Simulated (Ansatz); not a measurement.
# Al2H4S: how energies converge with the basis set

An exercise on one series of results from a longer session: the logs are not shown, and one member is left open.

Program: Ansatz 0.2.0, Gaussian basis. Level of theory: one geometry, several basis sets. These are calculated values, not measurements.

The runs, in order: PBE0-D4/def2-SVP; ωB97M-V/def2-SVP; PBE0-D4/def2-QZVPP; ωB97M-V/def2-QZVPP; the functionals' def2-TZVPP values are taken from earlier runs.

## The relaxed structure

An earlier PBE0-D4 in a triple-zeta def2 set relaxation fixed the geometry.

SMILES `[AlH2][S][AlH2]`, 7 atoms, charge 0, spin multiplicity 1.

Atoms are counted from 1 here; the program's logs count them from 0.

Bond lengths: Al1–S2 2.183 Å, Al1–H4 1.581 Å, Al1–H5 1.580 Å, S2–Al3 2.183 Å, Al3–H6 1.580 Å, Al3–H7 1.581 Å. Angles: S2–Al1–H4 120.5°, S2–Al1–H5 116.2°, H4–Al1–H5 123.3°, Al1–S2–Al3 101.4°, S2–Al3–H6 116.2°, S2–Al3–H7 120.5°, H6–Al3–H7 123.3°.

The first run:

in.yaml reads:

```yaml
crystal:
  periodic: [false, false, false]
  atoms:
    - {symbol: Al, position_ang: [-1.436677, 0.374549, -0.794594]}
    - {symbol: S, position_ang: [-0.514276, 0.655043, 1.164193]}
    - {symbol: Al, position_ang: [1.409539, -0.337587, 0.881330]}
    - {symbol: H, position_ang: [-0.666336, -0.394292, -1.940672]}
    - {symbol: H, position_ang: [-2.885177, 0.978631, -0.976639]}
    - {symbol: H, position_ang: [2.385223, -0.335273, 2.123999]}
    - {symbol: H, position_ang: [1.769105, -1.009072, -0.503518]}
basis:
  gaussian: {orbitals: def2-SVP}
hamiltonian: {xc: pbe0, dispersion: d4}
output: {orbitals: {seedname: orbitals}}
```

Started as:

```bash
$ ansatz run in.yaml --threads 2 --pin off --events-out ev --progress --plain --max-ram 4352MiB
```

Among the steps run: PBE0-D4 in def2-SVP; ωB97M-V in def2-SVP; PBE0-D4 in def2-QZVPP; ωB97M-V in def2-QZVPP.

One of the session's tables, all rows but one given; the rest of the session is left out.

It belongs to the step «Functionals by basis». 

```
functional       basis  HOMO (eV)  LUMO (eV)
   PBE0-D4    def2-SVP      -8.15      -1.66
   PBE0-D4  def2-TZVPP      -8.16      -1.65
   PBE0-D4  def2-QZVPP      -8.16      -1.66
   ωB97M-V    def2-SVP     -10.20       0.06
   ωB97M-V  def2-TZVPP     -10.29       0.00
   ωB97M-V  def2-QZVPP          ?          ?
```

**Question.** Estimate the row for ωB97M-V, def2-QZVPP.

**Answer.** HOMO (eV): -10.30; LUMO (eV): -0.10. In the column «HOMO (eV)» it is the lowest.
